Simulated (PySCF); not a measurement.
Gas-phase reaction: BCl₂OH + B₂O₂ = HBO₂ + Cl₂ + B₂O

Computed with PySCF and rigid-rotor harmonic-oscillator thermochemistry at 1 bar. † marks an energy on the PBE0/def2-TZVP geometry and frequencies; other levels use their own. CCSD(T) freezes the core. All species are closed-shell singlets. BCl₂OH: computed as isolated molecules; such fragments, hydroxides, amides, oligomers or adducts are transient or little studied in the gas. CCSD(T) isn't extrapolated to the basis-set limit. Strong static correlation: B₂O. Warning, large T1 diagnostic: B₂O₂ (CCSD(T)/def2-TZVPP†).

```json
[
 {"level": "BLYP/def2-TZVP†", "ΔH°(298 K), kJ": "(withheld)"},
 {"level": "CCSD(T)/def2-TZVPP†", "ΔH°(298 K), kJ": "693"},
 {"level": "PBE/def2-SVP", "ΔH°(298 K), kJ": "784"},
 {"level": "PBE0/def2-QZVP†", "ΔH°(298 K), kJ": "718"},
 {"level": "PBE0/def2-TZVP", "ΔH°(298 K), kJ": "(withheld)"},
 {"level": "LDA/def2-TZVP†", "ΔH°(298 K), kJ": "(withheld)"}
]
```

**Question.** What belongs in the gaps?

**Answer.** 
- BLYP/def2-TZVP†, ΔH°(298 K), kJ: 690
- PBE0/def2-TZVP, ΔH°(298 K), kJ: 723
- LDA/def2-TZVP†, ΔH°(298 K), kJ: 774
